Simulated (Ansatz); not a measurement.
# doublet [SiH2F2]−: levels of theory compared

Wanted: a comparison of 6 runs (UHF/3-21G, UHF/aug-cc-pVDZ, U-wB97M-V/aug-cc-pVDZ, UCAM-B3LYP/aug-cc-pVDZ, UPBE/aug-cc-pVDZ, RPA@PBE0/aug-cc-pVDZ) of doublet [SiH2F2]−. 

Program for the calculation: Ansatz 0.2.0.

53 further runs of the same task are left out: 53 set aside as unsound or not needed.

### Step 1. The structure to begin with

[SiH2F2]−: 5 atoms, total charge -1, spin state doublet. SMILES of the parent species: `F[SiH2]F`. Geometry: relaxed at PBE0-D4/def2-TZVP. That shape belongs to the parent species and isn't relaxed for this state.

Bond lengths: F1–Si2 1.586 Å, Si2–F3 1.586 Å, Si2–H4 1.474 Å, Si2–H5 1.474 Å. Angles: F1–Si2–F3 108.0°, F1–Si2–H4 108.5°, F1–Si2–H5 108.5°, F3–Si2–H4 108.5°, F3–Si2–H5 108.5°, H4–Si2–H5 114.6°.

### Step 2. The energy at UHF/3-21G (run 1)

File run.yaml:

```yaml
basis:
  gaussian: {orbitals: 3-21G.json}
crystal:
  periodic: [false, false, false]
  atoms:
    - {symbol: F, position_ang: [-1.079010, 0.538200, 0.980720]}
    - {symbol: Si, position_ang: [-0.005220, -0.000540, -0.054090]}
    - {symbol: F, position_ang: [1.247630, -0.520590, 0.766910]}
    - {symbol: H, position_ang: [-0.590470, -1.138740, -0.786300]}
    - {symbol: H, position_ang: [0.427070, 1.121680, -0.907250]}
total_charge: -1
magnetization: {spin_polarized: true, initial_magnetization: 1}
hamiltonian: {xc: hf}
accuracy: high
output: {orbitals: {seedname: orbitals}}
```

The basis set 3-21G is read from a file made from the Basis Set Exchange's data (not shown).

Launch:

```
ansatz run run.yaml --threads 1 --pin off --max-ram 3480MiB --events-out events.jsonl --progress --plain --runs-dir runs
```

The program printed:

```text
Warning: RAYON_NUM_THREADS=1 ignored (pool sized by the plan → 1); use --threads N
Functional definition: HF
  name "HF"
  exchange = exact_x
  correlation = 0
718 factors; integrals over basis functions are off by at most 8.8e-9 eV
mean field evaluation 1: about -13232.3028 eV, gradient 1.0e1 eV
mean field evaluation 2: about -13232.3182 eV, gradient 1.0e1 eV
mean field evaluation 4: about -13233.0367 eV, gradient 7.7e-1 eV
mean field evaluation 8: about -13233.0442 eV, gradient 6.2e-4 eV
mean field evaluation 16: about -13232.7612 eV, gradient 8.5e-1 eV
mean field evaluation 32: about -13232.4353 eV, gradient 5.1e-1 eV
mean field -13233.04417669 eV, -486.3054038137 hartree, gradient 3.9e-8 eV, S^2 0.757817; 2 other end points of the search recorded, 0 dependent functions left out
reference -13233.04417669 eV, -486.3054038137 hartree; 18, 17 occupied and 17, 18 virtual orbitals, 718 factors
Total energy: -13233.04417669 eV, -486.3054038137 hartree
```

Run time: 0.36 s. Hardware: 1 thread of Intel Xeon 6975P-C (Granite Rapids), shared host.

### Step 3. The energy at UHF/aug-cc-pVDZ (run 2)

File job.yaml:

```yaml
crystal:
  periodic: [false, false, false]
  atoms:
    - {symbol: F, position_ang: [-1.079010, 0.538200, 0.980720]}
    - {symbol: Si, position_ang: [-0.005220, -0.000540, -0.054090]}
    - {symbol: F, position_ang: [1.247630, -0.520590, 0.766910]}
    - {symbol: H, position_ang: [-0.590470, -1.138740, -0.786300]}
    - {symbol: H, position_ang: [0.427070, 1.121680, -0.907250]}
basis:
  gaussian:
    orbitals: aug-cc-pVDZ
accuracy: high
hamiltonian:
  xc: hf
total_charge: -1
magnetization:
  spin_polarized: true
  initial_magnetization: 1
output: {orbitals: {seedname: orbitals}}
```

Launch:

```
ansatz run job.yaml --threads 1 --pin off --max-ram 3480MiB --events-out events.jsonl --progress --plain --runs-dir runs
```

The program printed (excerpt; [...] marks lines left out):

```text
Warning: RAYON_NUM_THREADS=1 ignored (pool sized by the plan → 1); use --threads N
[... 2 set-up lines as earlier in the session ...]
[...]
1837 factors; integrals over basis functions are off by at most 3.7e-9 eV
[...]
mean field -13308.37981299 eV, -489.0739373834 hartree, gradient 9.3e-8 eV, S^2 0.750317; 2 other end points of the search recorded, 0 dependent functions left out
reference -13308.37981299 eV, -489.0739373834 hartree; 18, 17 occupied and 73, 74 virtual orbitals, 1837 factors
Total energy: -13308.37981299 eV, -489.0739373834 hartree
```

Wall time 9 s (1 thread of Intel Xeon 6975P-C (Granite Rapids), shared host); peak memory 0.35 GiB.

Runs 3 to 5 aren't shown in full; the table further down has their settings and results.

### Step 4. The energy at RPA@PBE0/aug-cc-pVDZ (run 6)

File molecule.yaml:

```yaml
crystal:
  periodic: [false, false, false]
  atoms:
    - symbol: F
      position_ang: [-1.079010, 0.538200, 0.980720]
    - symbol: Si
      position_ang: [-0.005220, -0.000540, -0.054090]
    - symbol: F
      position_ang: [1.247630, -0.520590, 0.766910]
    - symbol: H
      position_ang: [-0.590470, -1.138740, -0.786300]
    - symbol: H
      position_ang: [0.427070, 1.121680, -0.907250]
basis:
  gaussian: {orbitals: aug-cc-pVDZ}
total_charge: -1
magnetization: {spin_polarized: true, initial_magnetization: 1}
hamiltonian: {xc: pbe0}
correlation: {method: rpa, frozen_orbitals: {F: 1, H: 0, Si: 5}}
accuracy: high
```

Launch:

```
ansatz run molecule.yaml --threads 1 --pin off --max-ram 3480MiB --events-out events.jsonl --progress --plain --runs-dir runs
```

The program printed (excerpt; [...] marks lines left out):

```text
Warning: RAYON_NUM_THREADS=1 ignored (pool sized by the plan → 1); use --threads N
Functional definition: PBE0
  name "PBE0"
[...]
1837 factors; integrals over basis functions are off by at most 3.7e-9 eV
[...]
mean field -13338.10924639 eV, -490.1664739096 hartree, gradient 7.8e-8 eV, S^2 0.750112; 13 other end points of the search recorded, 0 dependent functions left out
7 core orbitals not correlated: weight in the atoms' cores, before any rotation towards them, 1.000 or more for the frozen orbitals, at most 0.000 for the correlated occupied ones
reference -13307.85339065 eV, -489.0545917194 hartree; 11, 10 occupied and 73, 74 virtual orbitals, 1837 factors
Total energy: -13327.92463527 eV, -489.7921963545 hartree
```

Run time: 1.9 min. Hardware: 1 thread of Intel Xeon 6975P-C (Granite Rapids), shared host; peak memory 0.47 GiB.

### Step 5. The series

| run | level | frozen core orbitals | energy (Eh) | HOMO energy (eV) | LUMO energy (eV) | ⟨S²⟩ | wall time |
| --- | --- | --- | --- | --- | --- | --- | --- |
| 1 | UHF/3-21G | – | -486.305404 | 4.25 | 11.27 | 0.758 | 0.36 s |
| 2 | UHF/aug-cc-pVDZ | – | -489.073937 | 1.16 | 3.94 | 0.750 | 9 s |
| 3 | U-wB97M-V/aug-cc-pVDZ | – | -490.401066 | 1.29 | 3.74 | 0.750 | 78 s |
| 4 | UCAM-B3LYP/aug-cc-pVDZ | – | -490.439293 | 1.34 | 3.23 | 0.750 | 17 s |
| 5 | UPBE/aug-cc-pVDZ | – | -490.136364 | 1.87 | 2.28 | 0.750 | 39 s |
| 6 | RPA@PBE0/aug-cc-pVDZ | 7 | -489.792196 | – | – | 0.750 | 1.9 min |

### Step 6. Results

| quantity | value |
| --- | --- |
| run 6: total energy | -489.79220 Eh |
| run 6: RPA correlation energy (valence) | -737.6 mEh |
| run 6: ⟨S²⟩ of the reference determinant | 0.750 |

**Reading.** Totals of different functionals can't be ranked against each other. In runs 1, 2, 3, 4, 5 the HOMO lies above zero, so the outermost electron may be held by the basis alone. All runs together took 4.2 min, the longest 1.9 min.
